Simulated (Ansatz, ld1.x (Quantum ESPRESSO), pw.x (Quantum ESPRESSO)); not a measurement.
# From atom to crystal: PAW potential for gold

gold, PAW, made with ld1.x (Quantum ESPRESSO) 7.5 (PBEsol, scalar-relativistic). Core [Kr] 4d10 4f14, reference 5s2 5p6 5d10 6s1 6p0. Waves: 5s (bound): rcut 1.20, rcutus 1.40 bohr; 6s (bound): rcut 1.20, rcutus 1.40 bohr; 5p (bound): rcut 1.75, rcutus 1.85 bohr; 6p (bound, empty): rcut 1.75, rcutus 1.85 bohr; 5d (bound): rcut 2.00, rcutus 2.15 bohr; 5d channel at 4.25 Ry: rcut 2.00, rcutus 2.15 bohr. Local part: all-electron potential smoothed inside 1.65 bohr (lloc = -2). Core correction: Bessel-smoothed model core inside 0.80 bohr. Augmentation charge: PSQ, inside the norm-conserving radii.

Crystal test: fcc Au in pw.x 7.5, no spin, 14³ k-points, Fermi–Dirac smearing 0.01 Ry, cutoffs 75/600 Ry. The lattice is a test structure that the element need not adopt, and mesh and smearing are coarse.

pw.x input:

```
&control
  calculation='scf', prefix='x', pseudo_dir='./', outdir='./tmp', tstress=.true., disk_io='low'
/
&system
  ibrav=0, nat=1, ntyp=1, ecutwfc=75, ecutrho=600, nbnd=18,
  occupations='smearing', smearing='fd', degauss=0.01
/
&electrons
  conv_thr=1e-09, mixing_beta=0.4, electron_maxstep=70
/
ATOMIC_SPECIES
Au 1.0 Au.UPF
CELL_PARAMETERS angstrom
  0.00000000 2.04462203 2.04462203
  2.04462203 0.00000000 2.04462203
  2.04462203 2.04462203 0.00000000
ATOMIC_POSITIONS crystal
Au 0.0000 0.0000 0.0000
K_POINTS automatic
14 14 14 0 0 0
```

```bash
pw.x < Au.scf.in > Au.scf.out
```

Q: How does the run end?

A: It converges; the pressure is 1.86 GPa against -0.81 GPa from all-electron LAPW. This is a poor potential for the solid. The log shows:

```
Message from routine setup:
     using ibrav=0 with symmetry is DISCOURAGED, use correct ibrav instead
     lattice parameter (alat)  =       5.4642  a.u.
     unit-cell volume          =     115.3628 (a.u.)^3
     number of electrons       =        19.00
     number of Kohn-Sham states=           18
     kinetic-energy cutoff     =      75.0000  Ry
     charge density cutoff     =     600.0000  Ry
     scf convergence threshold =      1.0E-09
     Exchange-correlation= SLA  PW   PSX  PSC
     number of k points=   104  Fermi-Dirac smearing, width (Ry)=  0.0100
     iteration #  1     ecut=    75.00 Ry     beta= 0.40
     total energy              =    -952.20607536 Ry
     estimated scf accuracy    <       0.09372820 Ry
     iteration #  2     ecut=    75.00 Ry     beta= 0.40
     total energy              =    -952.21885740 Ry
     estimated scf accuracy    <       0.00318050 Ry
     iteration #  3     ecut=    75.00 Ry     beta= 0.40
     total energy              =    -952.21912769 Ry
     estimated scf accuracy    <       0.00112851 Ry
     iteration #  4     ecut=    75.00 Ry     beta= 0.40
     total energy              =    -952.21918916 Ry
     estimated scf accuracy    <       0.00005641 Ry
     iteration #  5     ecut=    75.00 Ry     beta= 0.40
     total energy              =    -952.21921058 Ry
     estimated scf accuracy    <       0.00000151 Ry
     iteration #  6     ecut=    75.00 Ry     beta= 0.40
     total energy              =    -952.21921159 Ry
     estimated scf accuracy    <       0.00000011 Ry
     iteration #  7     ecut=    75.00 Ry     beta= 0.40
     total energy              =    -952.21921163 Ry
     estimated scf accuracy    <       0.00000005 Ry
     iteration #  8     ecut=    75.00 Ry     beta= 0.40
     the Fermi energy is    19.8618 ev
!    total energy              =    -952.21921164 Ry
     estimated scf accuracy    <          6.1E-10 Ry
     smearing contrib. (-TS)   =      -0.00140697 Ry
     convergence has been achieved in   8 iterations
          total   stress  (Ry/bohr**3)                   (kbar)     P=       18.64
```
